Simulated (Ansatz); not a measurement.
System: In2O3 (Ia-3, No. 206). Method: r²SCAN (plane waves, PAW; Ansatz, a first-principles code).

Settings: plane-wave cutoff 560 eV, 6×6×6 k mesh, Fermi–Dirac smearing 0.01 eV, scalar-relativistic PAW data made under PBE.

Cell (relaxed at this level):

```xyz
40
Lattice="-5.0799 5.0799 5.0799 5.0799 -5.0799 5.0799 5.0799 5.0799 -5.0799" Properties=species:S:1:pos:R:3 pbc="T T T"
In     5.0799     2.5399     0.3449
In     0.0000     2.5399     4.7349
In     5.0799    -2.5399     4.7349
In     0.0000     7.6198     0.3449
In     0.3449     5.0799     2.5399
In     4.7349     0.0000     2.5399
In     4.7349     5.0799    -2.5399
In     0.3449     0.0000     7.6198
In     2.5399     0.3449     5.0799
In     2.5399     4.7349     0.0000
In    -2.5399     4.7349     5.0799
In     7.6198     0.3449     0.0000
In     2.5399    -2.5399     2.5399
In     2.5399     2.5399    -2.5399
In     2.5399     2.5399     2.5399
In    -2.5399     2.5399     2.5399
O      3.9632     1.5710     3.8829
O      1.1167     3.5089     1.1970
O      6.1965     3.5089     3.8829
O     -1.1167     1.5710     1.1970
O     -1.1167     3.5089     6.2769
O      6.1965     1.5710    -1.1970
O      1.1167     1.5710     6.2769
O      3.9632     3.5089    -1.1970
O      3.8829     3.9632     1.5710
O      1.1970     1.1167     3.5089
O      3.8829     6.1965     3.5089
O      1.1970    -1.1167     1.5710
O      6.2769    -1.1167     3.5089
O     -1.1970     6.1965     1.5710
O      6.2769     1.1167     1.5710
O     -1.1970     3.9632     3.5089
O      1.5710     3.8829     3.9632
O      3.5089     1.1970     1.1167
O      3.5089     3.8829     6.1965
O      1.5710     1.1970    -1.1167
O      3.5089     6.2769    -1.1167
O      1.5710    -1.1970     6.1965
O      1.5710     6.2769     1.1167
O      3.5089    -1.1970     3.9632
```

Task: Give the computed band gap.

Result: 
- band gap: 1.65 eV

Measured, for comparison: band gap 2.93 ± 0.1 eV (room temperature, no zero-point or thermal correction; as tabulated in King et al. (2009), doi:10.1103/physrevb.79.205211).

Spin–orbit coupling is not included.

Static lattice: no zero-point or thermal effects.

Cost on a shared machine: around 30 core-minutes (rough).
